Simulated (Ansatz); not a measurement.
Born–Oppenheimer molecular dynamics of BH₆NO (9 atoms, charge 0, multiplicity 1). It starts at the highest image of a converged band. Of that band: Beside the main top the profile has a ripple of under 15 meV (maxima at images 3, 5), which may be a very shallow well or noise. Neighbouring images differ by up to 2.1 eV, so the band resolves the path poorly. A vibrational analysis at the climbing image gives one clearly imaginary mode, 1534i cm⁻¹: a first-order saddle point.

Level of theory: RKS BLYP/def2-mTZVP (Ansatz 0.2.0).

```
ensemble                      : NVE (velocity Verlet)
time step                     : 0.5 fs
steps asked                   : 200
starting velocities drawn for : 300 K
seed                          : 3605
```

First frame:

```xyz
9
Properties=species:S:1:pos:R:3
B 0.040 0.134 0.250
N -0.117 0.118 1.825
H -0.954 -0.295 2.235
H 0.725 -0.133 2.347
O 1.213 -0.510 -0.192
H 1.235 -0.627 -1.160
H -1.009 0.025 -0.331
H 0.229 1.587 0.234
H 0.009 1.306 1.223
```

Problem. How far do the bonds stretch over the last three quarters of this one trajectory? (Pairs bonded in most of those frames.)

Solution. 
```json
{"bond": "B1–O5", "mean (Å)": "1.402", "spread (Å)": "0.054", "shortest": "1.33", "longest": "1.54"}
{"bond": "B1–H7", "mean (Å)": "1.206", "spread (Å)": "0.022", "shortest": "1.17", "longest": "1.25"}
{"bond": "B1–H8", "mean (Å)": "1.216", "spread (Å)": "0.079", "shortest": "1.10", "longest": "1.34"}
{"bond": "N2–H3", "mean (Å)": "1.032", "spread (Å)": "0.016", "shortest": "1.00", "longest": "1.08"}
{"bond": "N2–H4", "mean (Å)": "1.039", "spread (Å)": "0.040", "shortest": "0.95", "longest": "1.12"}
{"bond": "N2–H9", "mean (Å)": "1.046", "spread (Å)": "0.056", "shortest": "0.93", "longest": "1.14"}
{"bond": "O5–H6", "mean (Å)": "0.980", "spread (Å)": "0.006", "shortest": "0.97", "longest": "0.99"}
```

Mean temperature of the second half: 998 K. The conserved energy stayed within 0.58 meV per atom of its start (net change -0.2 meV per atom), so the integration is sound. The kinetic energy rose, since the run started high on the potential surface and went downhill. It ends in pieces (BH3O + H3N), so much of that is their flight and rotation, not heat. A run of 0.1 ps of so small a system gives no equilibrium averages. The orbitals stay closed-shell, which can raise the energy where a bond breaks towards radicals; this wasn't checked here.

Run time: 6 min on 1 thread of AMD EPYC 7R43 64-Core Processor (Zen 3) (shared host), peak memory 0.14 GiB.
